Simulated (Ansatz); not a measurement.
Problem. Name a neutral molecule of C, F and H with ideal-gas entropy at 298 K and 1 bar (rigid rotor, harmonic PBE0-D4/def2-TZVP) between 251 and 267 J/(mol·K) and HOMO–LUMO gap (PBE0/def2-TZVPP) between 7.80 and 8.10 eV (Ansatz, PBE0-D4/def2-TZVP geometry).

Solution. `C=CF` (252 J/(mol·K), 8.01 eV). Other molecules can fit too; these were computed, each in one conformer that needn't be the lowest.
